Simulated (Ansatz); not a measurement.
Reaction (SMILES): F[CH]F → [CH-](F)F (an electron is taken up)
B3LYP-D3(BJ)/def2-TZVP geometries, fixed; electronic energies without zero-point terms; positive where energy is released.

Basis-set convergence of the adiabatic electron affinity at PBE0 with Ansatz (an electronic-structure program). Cartesian d functions, on some or all atoms, in 6-31+G*; all else is spherical. The program fits the integrals of some runs and decomposes those of others, by size. Open shells are unrestricted. No added dispersion term, no relativity. Functions are those of the species that has most. Reference: the value in aug-pcseg-3, 0.391 eV, itself unsure by roughly 0.008 eV (its mean distance from aug-cc-pVQZ, def2-QZVPPD).

| basis | functions | adiabatic electron affinity (eV) |
|---|---|---|
| STO-3G | 16 | -4.912 |
| def2-SV(P) | 44 | ___ |
| def2-SVP | 47 | ___ |
| 6-31+G* | 59 | ___ |
| def2-TZVP | 99 | 0.198 |
| def2-TZVPP | 107 | 0.197 |
| def2-TZVPPD | 134 | 0.374 |
| 6-311++G(3df,3pd) | 135 | ___ |
| def2-QZVPP | 201 | 0.294 |
| pcseg-3 | 213 | 0.360 |
| def2-QZVPPD | 228 | 0.376 |
| aug-pcseg-3 | 304 | 0.391 |
| pcseg-4 | 364 | 0.374 |

Problem. Complete the blanks.

Solution. 
- def2-SV(P), adiabatic electron affinity (eV): -0.336
- def2-SVP, adiabatic electron affinity (eV): -0.342
- 6-31+G*, adiabatic electron affinity (eV): 0.511
- 6-311++G(3df,3pd), adiabatic electron affinity (eV): 0.379
